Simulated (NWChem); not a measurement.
System: chloroform (CHCl₃); SMILES ClC(Cl)Cl

The following NWChem deck was run.

```
start job
memory heap 200 mb stack 900 mb global 1100 mb
geometry units angstroms
  Cl    -0.772419     1.487576    -0.054342
  C      0.010283    -0.000269     0.497180
  Cl    -0.903938    -1.411542    -0.053958
  Cl     1.672012    -0.075865    -0.105293
  H      0.032303    -0.001221     1.588346
end
basis spherical
  * library def2-svp
end
dft
  xc xpbe96 cpbe96
  disp vdw 4
  iterations 150
end
driver
  maxiter 120
end
task dft optimize
task dft freq
```

Excerpt of the output:

```
             Northwest Computational Chemistry Package (NWChem) 7.3.0
             --------------------------------------------------------

 C3  symmetry detected

                             Geometry "geometry" -> ""
                             -------------------------

 Output coordinates in angstroms (scale by  1.889725989 to convert to a.u.)

  No.       Tag          Charge          X              Y              Z
 ---- ---------------- ---------- -------------- -------------- --------------
    1 Cl                  17.0000     1.45785466     0.82586615    -0.08742897
    2 C                    6.0000     0.00000000     0.00000000     0.48106981
    3 Cl                  17.0000    -1.44414839     0.84960610    -0.08742897
    4 Cl                  17.0000    -0.01370627    -1.67547225    -0.08742897
    5 H                    1.0000     0.00000000     0.00000000     1.57245837

 Effective nuclear repulsion energy (a.u.)     263.9619246475

      Symmetry information
      --------------------

 Group name             C3
 Group number              5
 Group order               3
 No. of unique centers     3

                                Z-matrix (autoz)
                                --------

 Units are Angstrom for bonds and degrees for angles

      Type          Name      I     J     K     L     M      Value
      ----------- --------  ----- ----- ----- ----- ----- ----------
    1 Stretch                  1     2                       1.76935
    2 Stretch                  2     3                       1.76935
    3 Stretch                  2     4                       1.76935
    4 Stretch                  2     5                       1.09139
    5 Bend                     1     2     3               110.19066
    6 Bend                     1     2     4               110.19066
    7 Bend                     1     2     5               108.74183
    8 Bend                     3     2     4               110.19066
    9 Bend                     3     2     5               108.74183
   10 Bend                     4     2     5               108.74183

  pbe96 is a nonlocal functional; adding pw91lda local functional.

                           NWChem Geometry Optimization
                           ----------------------------

 maximum gradient threshold         (gmax) =   0.000450
 rms gradient threshold             (grms) =   0.000300
 maximum cartesian step threshold   (xmax) =   0.001800
 rms cartesian step threshold       (xrms) =   0.001200
 fixed trust radius                (trust) =   0.300000
 source of zmatrix                         =   autoz

          -------------------
          Energy Minimization
          -------------------

 Using diagonal initial Hessian
 Scaling for Hessian diagonals: bonds = 1.00  angles = 0.25  torsions = 0.10

          --------
          Step   0

                                 NWChem DFT Module
                                 -----------------

 Summary of "ao basis" -> "ao basis" (spherical)
 ------------------------------------------------------------------------------
       Tag                 Description            Shells   Functions and Types
 ---------------- ------------------------------  ------  ---------------------
 Cl                         def2-svp                 8       18   4s3p1d
 C                          def2-svp                 6       14   3s2p1d
 H                          def2-svp                 3        5   2s1p

      Symmetry analysis of basis
      --------------------------

        a          27
        e+         23
        e-         23

  Rotation of axis

            General Information
            -------------------
          SCF calculation type: DFT
          Wavefunction type:  closed shell.
          No. of atoms     :     5
          No. of electrons :    58
           Alpha electrons :    29
            Beta electrons :    29
          Charge           :     0
          Spin multiplicity:     1
          Use of symmetry is: on ; symmetry adaption is: on
          Maximum number of iterations: 150
          AO basis - number of functions:    73
                     number of shells:    33
          Convergence on energy requested:  1.00D-06
          Convergence on density requested:  1.00D-05
          Convergence on gradient requested:  5.00D-04

              XC Information
              --------------
          PerdewBurkeErnzerhof Exchange Functional  1.000
            Perdew 1991 LDA Correlation Functional  1.000 local
           PerdewBurkeErnz. Correlation Functional  1.000 non-local

             Grid Information
             ----------------
          Grid used for XC integration:  medium
          Radial quadrature: Mura-Knowles
          Angular quadrature: Lebedev.
          Tag              B.-S. Rad. Rad. Pts. Rad. Cut. Ang. Pts.
          ---              ---------- --------- --------- ---------
          Cl                  1.00       88           8.0       590
          C                   0.70       49           7.0       434
          H                   0.35       45           7.0       434
          Grid pruning is: on
          Number of quadrature shells:   182
          Spatial weights used:  Erf1

           DFT-D3BJ Model
          s6 scale factor  :        1.000000000000
          s8 scale factor  :        0.787500000000
          a1 parameter     :        0.428900000000
          a2 parameter     :        4.440700000000
              vdW contrib  :       -0.005410819694

      Superposition of Atomic Density Guess
      -------------------------------------

 Sum of atomic energies:       -1416.09464713

      Non-variational initial energy
      ------------------------------

 Total energy =   -1417.135518
 1-e energy   =   -2482.569652
 2-e energy   =     801.472210
 HOMO         =      -0.361046
 LUMO         =       0.062887

      Symmetry analysis of molecular orbitals - initial
      -------------------------------------------------

  Numbering of irreducible representations:

     1 a           2 e+          3 e-

  Orbital symmetries:

     1 e+          2 e+          3 a           4 a           5 a
     6 e+          7 e+          8 a           9 e+         10 e+
    11 a          12 e+         13 e+         14 e+         15 e+
    16 a          17 a          18 e+         19 e+         20 a
    21 a          22 e+         23 e+         24 e+         25 e+
    26 e+         27 e+         28 a          29 a          30 a
    31 e+         32 e+         33 a          34 a          35 a
    36 e+         37 e+         38 e+         39 e+

   convergence    iter        energy       DeltaE   RMS-Dens  Diis-err
 ---------------- ----- ----------------- --------- --------- ---------
 d= 0,ls=0.0,diis     1  -1418.0630840772 -1.68D+03  2.97D-02  1.35D+00
 d= 0,ls=0.0,diis     2  -1417.4237588714  6.39D-01  2.20D-02  6.75D+00
 d= 0,ls=0.0,diis     3  -1418.2166817008 -7.93D-01  1.90D-03  1.08D-02
 d= 0,ls=0.0,diis     4  -1418.2178337024 -1.15D-03  6.32D-04  1.71D-03
 d= 0,ls=0.0,diis     5  -1418.2180249663 -1.91D-04  6.30D-05  2.82D-05
  Resetting Diis
 d= 0,ls=0.0,diis     6  -1418.2180283635 -3.40D-06  1.53D-05  1.88D-06
 d= 0,ls=0.0,diis     7  -1418.2180286140 -2.50D-07  5.81D-06  4.72D-08

         Total DFT energy =    -1418.218028613966
      One electron energy =    -2483.201672344963
           Coulomb energy =      890.941610005769
    Exchange-Corr. energy =      -89.914480102530
 Nuclear repulsion energy =      263.961924647452

    Dispersion correction =       -0.005410819694

 Numeric. integr. density =       57.999998376521

                  Occupations of the irreducible representations
                  ----------------------------------------------

                     irrep           alpha         beta
                     --------     --------     --------
                     a                11.0         11.0
                     e+               18.0         18.0
                     e-                0.0          0.0

                       DFT Final Molecular Orbital Analysis
                       ------------------------------------

[...]

      ----------------------
      Optimization converged
      ----------------------

  Step       Energy      Delta E   Gmax     Grms     Xrms     Xmax
  ---- ---------------- -------- -------- -------- -------- --------
@    3   -1418.21882431 -4.1D-07  0.00002  0.00001  0.00044  0.00118
                                     ok       ok       ok       ok

                                Z-matrix (autoz)
                                --------

 Units are Angstrom for bonds and degrees for angles

      Type          Name      I     J     K     L     M      Value     Gradient
      ----------- --------  ----- ----- ----- ----- ----- ---------- ----------
    1 Stretch                  1     2                       1.78388   -0.00002
    2 Stretch                  2     3                       1.78388   -0.00002
    3 Stretch                  2     4                       1.78388   -0.00002
    4 Stretch                  2     5                       1.10319    0.00001
    5 Bend                     1     2     3               111.32025   -0.00000
    6 Bend                     1     2     4               111.32025   -0.00000
    7 Bend                     1     2     5               107.55211    0.00000
    8 Bend                     3     2     4               111.32025   -0.00000
    9 Bend                     3     2     5               107.55211    0.00000
   10 Bend                     4     2     5               107.55211    0.00000

                         Geometry "geometry" -> "geometry"
                         ---------------------------------

 Output coordinates in angstroms (scale by  1.889725989 to convert to a.u.)

  No.       Tag          Charge          X              Y              Z
 ---- ---------------- ---------- -------------- -------------- --------------
    1 Cl                  17.0000     1.47986476     0.83833474    -0.07757708
    2 C                    6.0000     0.00000000     0.00000000     0.46039212
    3 Cl                  17.0000    -1.46595156     0.86243311    -0.07757708
    4 Cl                  17.0000    -0.01391320    -1.70076785    -0.07757708
    5 H                    1.0000     0.00000000     0.00000000     1.56358040

 Effective nuclear repulsion energy (a.u.)     260.8098743785

      Symmetry information
      --------------------

 Group name             C3
 Group number              5
 Group order               3
 No. of unique centers     3

                Final and change from initial internal coordinates
                --------------------------------------------------

                                Z-matrix (autoz)
                                --------

 Units are Angstrom for bonds and degrees for angles

      Type          Name      I     J     K     L     M      Value       Change
      ----------- --------  ----- ----- ----- ----- ----- ---------- ----------
    1 Stretch                  1     2                       1.78388    0.01453
    2 Stretch                  2     3                       1.78388    0.01453
    3 Stretch                  2     4                       1.78388    0.01453
    4 Stretch                  2     5                       1.10319    0.01180
    5 Bend                     1     2     3               111.32025    1.12959
    6 Bend                     1     2     4               111.32025    1.12959
    7 Bend                     1     2     5               107.55211   -1.18972
    8 Bend                     3     2     4               111.32025    1.12959
    9 Bend                     3     2     5               107.55211   -1.18972
   10 Bend                     4     2     5               107.55211   -1.18972

 ==============================================================================
                                internuclear distances
 ------------------------------------------------------------------------------
       center one      |      center two      | atomic units |  angstroms
 ------------------------------------------------------------------------------
    2 C                |   1 Cl               |     3.37104  |     1.78388
    3 Cl               |   2 C                |     3.37104  |     1.78388
    4 Cl               |   2 C                |     3.37104  |     1.78388
    5 H                |   2 C                |     2.08472  |     1.10319
 ------------------------------------------------------------------------------
                         number of included internuclear distances:          4
 ==============================================================================

[second-derivative integrals and response iterations left out]

  Vibrational analysis via the FX method

  See chapter 2 in "Molecular Vibrations" by Wilson, Decius and Cross

  Vib: Default input used

[...]

 Rotational Constants
 --------------------
 A=   0.107124 cm-1  (  0.154124 K)
 B=   0.107124 cm-1  (  0.154124 K)
 C=   0.055549 cm-1  (  0.079921 K)

 Temperature                      =   298.15K
 frequency scaling parameter      =   1.0000

 Zero-Point correction to Energy  =   11.995 kcal/mol  (  0.019116 au)
 Thermal correction to Energy     =   14.838 kcal/mol  (  0.023646 au)
 Thermal correction to Enthalpy   =   15.430 kcal/mol  (  0.024589 au)

 Total Entropy                    =   70.915 cal/mol-K
   - Translational                =   40.191 cal/mol-K (mol. weight = 117.9144)
   - Rotational                   =   25.134 cal/mol-K (symmetry #  =        3)
   - Vibrational                  =    5.590 cal/mol-K

 Cv (constant volume heat capacity) =   13.974 cal/mol-K
   - Translational                  =    2.979 cal/mol-K
   - Rotational                     =    2.979 cal/mol-K
   - Vibrational                    =    8.015 cal/mol-K

[normal modes left out]

 ----------------------------------------------------------------------------
 Normal Eigenvalue ||           Projected Infra Red Intensities
  Mode   [cm**-1]  || [atomic units] [(debye/angs)**2] [(KM/mol)] [arbitrary]
 ------ ---------- || -------------- ----------------- ---------- -----------
    1       -0.000 ||    0.000214           0.005         0.208       0.076
    2       -0.000 ||    0.000229           0.005         0.223       0.081
    3        0.000 ||    0.000000           0.000         0.000       0.000
    4        0.000 ||    0.000000           0.000         0.000       0.000
    5        0.000 ||    0.000000           0.000         0.000       0.000
    6        0.000 ||    0.000221           0.005         0.216       0.078
    7      250.741 ||    0.000024           0.001         0.023       0.008
    8      250.744 ||    0.000024           0.001         0.023       0.008
    9      359.396 ||    0.000401           0.009         0.391       0.142
   10      658.391 ||    0.006515           0.150         6.351       2.311
   11      720.881 ||    0.187757           4.332       183.035      66.608
   12      720.882 ||    0.187756           4.332       183.034      66.607
   13     1171.481 ||    0.019728           0.455        19.231       6.998
   14     1171.485 ||    0.019728           0.455        19.231       6.998
   15     3090.958 ||    0.000231           0.005         0.225       0.082
 ----------------------------------------------------------------------------
```

Level: PBE-D3(BJ)/def2-SVP.
